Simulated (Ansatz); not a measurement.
C3H6O3 can be A, `COC(O)C=O`, or B, `O=C(O)CCO`.

Computed with Ansatz on PBE0-D4/def2-TZVP structures; ΔE is electronic, products minus reactants. CCSD(T)/CBS is the MP2 limit (def2-TZVPP, def2-QZVPP) plus CCSD(T) − MP2 in def2-TZVPP, frozen cores. DFT in def2-TZVPP. B3LYP here is the variant with VWN-RPA as its local correlation; programs differ in this. One conformer a species, not always the lowest.

A:

```xyz
12

C    -1.2130    0.8488   -1.0757
O    -0.3242   -0.2061   -0.7768
C     0.1815   -0.1477    0.5219
O     0.9953    0.9373    0.7671
C     0.9524   -1.4508    0.6770
O     2.1249   -1.4569    0.9253
H    -1.5667    0.6878   -2.0930
H    -0.7112    1.8178   -1.0120
H    -2.0705    0.8423   -0.3904
H    -0.6534   -0.1164    1.2431
H     1.9093    0.6229    0.7002
H     0.3757   -2.3791    0.5134
```

B:

```xyz
12

O    -0.716    1.602   -0.746
C    -0.926    0.420   -0.723
O    -2.119   -0.109   -1.038
C     0.089   -0.639   -0.392
C     1.147   -0.128    0.554
O     0.549    0.020    1.826
H    -2.698    0.632   -1.266
H    -0.413   -1.514    0.024
H     0.547   -0.949   -1.338
H     1.531    0.826    0.181
H     1.977   -0.845    0.597
H     1.032    0.684    2.321
```

Q: Which isomer does CCSD(T)/CBS put lower? Give the gap. (Best estimate.)

A: Computed: B, by 29.4 kcal/mol.

Q: Give E(B) − E(A) in kcal/mol with HF/def2-TZVPP, B2PLYP, ωB97M-V, CCSD/def2-TZVPP, B3LYP, PBE0-D4, MP2/def2-TZVPP. (Estimate.)

A: Computed: HF/def2-TZVPP -28.5, B2PLYP -29.3, ωB97M-V -29.7, CCSD/def2-TZVPP -28.8, B3LYP -28.7, PBE0-D4 -30.8, MP2/def2-TZVPP -30.8. None reverses the order clearly.

Largest T1 diagnostic: 0.014.
